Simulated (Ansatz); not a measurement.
System: bcc Nb. Method: PBEsol (Ansatz, a first-principles code, plane waves, PAW).

Settings: plane-wave cutoff 520 eV, 28×28×28 k mesh, Fermi–Dirac smearing 0.058 eV (set by the program), no spin polarisation, scalar-relativistic PAW data made under PBE.

Cell (relaxed at this level):

Space group Im-3m (No. 229); a = b = c = 3.2715 Å, α = β = γ = 90.00°

```tsv
atom	site	symmetry	x	y	z
Nb	2a	m-3m	0.0000	0.0000	0.0000
```
(The calculation used a cell of 1 atom; values per cell refer to that cell.)

Question: Estimate the Voigt–Reuss–Hill bulk modulus, elastic constant C44, elastic constant C11 and elastic constant C12 that the calculation returns.

Answer: 
Voigt–Reuss–Hill bulk modulus: 181 GPa
elastic constant C44: 13.5 GPa
elastic constant C11: 263 GPa
elastic constant C12: 140 GPa

Measured, for comparison: elastic constant C44 30.8 GPa, elastic constant C11 253 GPa, elastic constant C12 133 GPa (4 K, zero-point motion not removed; as tabulated in Wang et al. (2022), arXiv:2209.12322). Computed (rounded) less measured: elastic constant C44 -56 %, elastic constant C11 +4 %, elastic constant C12 +5 %.

Note: the shear constants of this metal are likely not converged at this k mesh and smearing.

Elastic constants are with the ions relaxed.

Cost on a shared machine: very roughly 5 core-minutes.
